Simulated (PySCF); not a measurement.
**Which basis set comes closest?**

Molecule: chlorobenzene (SMILES Clc1ccccc1).

Numbering as in the mapped SMILES `[Cl:1][c:2]1[cH:3][cH:4][cH:5][cH:6][cH:7]1`. Each H is labelled by its parent atom.

Geometry PBE0-D3(BJ)/def2-SVP throughout; GIAO in PySCF 2.14, gas phase, one conformer, non-relativistic; equivalent atoms averaged; functional PBE0.

Reference values (estimated from measurements, as parent shift plus tabulated substituent increments; solution, not stated per compound (mostly CDCl3 or CCl4); Pretsch, Buehlmann, Badertscher, Structure Determination of Organic Compounds, 4th ed. (2009)): δ(C3/C7) = 128.9 ppm, δ(C4/C6) = 129.9 ppm, δ(C5) = 126.6 ppm, δ(H(C3)/H(C7)) = 7.33 ppm, δ(H(C4)/H(C6)) = 7.28 ppm, δ(H(C5)) = 7.22 ppm. Computed shifts are taken against TMS, calculated as an isolated molecule at each level.

Task: How do the basis sets STO-3G, pcSseg-0, 6-31G, 6-31G*, cc-pVDZ, def2-SVP, pcSseg-1, aug-cc-pVDZ, 6-311+G(2d,p), def2-TZVP, cc-pVTZ, IGLO-III, pcSseg-2 perform against the reference? Times are CPU seconds on 1 thread of an Arm Neoverse V1, shared host.

Result: 
| basis set | functions | C3/C7 | C4/C6 | C5 | H(C3)/H(C7) | H(C4)/H(C6) | H(C5) | mean abs. error C | mean abs. error H | core-s |
| --- | --- | --- | --- | --- | --- | --- | --- | --- | --- | --- |
| STO-3G | 44 | 110.5 | 111.6 | 110.2 | 7.10 | 7.19 | 7.10 | 17.7 | 0.15 | 3.6 |
| pcSseg-0 | 77 | 139.1 | 139.7 | 136.7 | 7.16 | 7.29 | 7.18 | 10.0 | 0.07 | 6.5 |
| 6-31G | 77 | 125.6 | 125.4 | 122.7 | 7.24 | 7.38 | 7.26 | 3.9 | 0.08 | 7.3 |
| 6-31G* | 112 | 123.4 | 123.2 | 120.1 | 7.13 | 7.23 | 7.10 | 6.2 | 0.12 | 11 |
| cc-pVDZ | 127 | 128.6 | 129.2 | 125.4 | 7.22 | 7.23 | 7.13 | 0.7 | 0.08 | 12 |
| def2-SVP | 127 | 126.6 | 127.4 | 123.6 | 7.17 | 7.15 | 7.02 | 2.6 | 0.16 | 10 |
| pcSseg-1 | 151 | 134.9 | 135.0 | 131.5 | 7.43 | 7.41 | 7.30 | 5.3 | 0.10 | 15 |
| aug-cc-pVDZ | 210 | 127.6 | 128.6 | 124.4 | 7.60 | 7.51 | 7.44 | 1.6 | 0.24 | 23 |
| 6-311+G(2d,p) | 227 | 133.1 | 133.0 | 129.3 | 7.59 | 7.51 | 7.40 | 3.3 | 0.22 | 28 |
| def2-TZVP | 253 | 134.6 | 134.6 | 130.8 | 7.56 | 7.53 | 7.40 | 4.9 | 0.22 | 30 |
| cc-pVTZ | 284 | 133.7 | 133.9 | 130.1 | 7.51 | 7.48 | 7.37 | 4.1 | 0.18 | 36 |
| IGLO-III | 304 | 137.7 | 137.7 | 133.7 | 7.56 | 7.48 | 7.38 | 7.9 | 0.20 | 38 |
| pcSseg-2 | 329 | 139.0 | 139.0 | 135.2 | 7.58 | 7.52 | 7.40 | 9.3 | 0.22 | 55 |

For $^{13}$C the closest is cc-pVDZ (0.7 ppm) and the furthest STO-3G (17.7 ppm).

For $^{1}$H the closest is pcSseg-0 (0.07 ppm, with 6-31G, cc-pVDZ, pcSseg-1 practically level) and the furthest aug-cc-pVDZ (0.24 ppm). Where a smaller basis beats a larger one, errors probably cancel; the largest sets show where the functional converges. One molecule is a small sample, and vibrational and solvent effects are absent from the calculation.

A small basis that lands close on one nucleus may do so by chance; judge by the trend and by all nuclei.
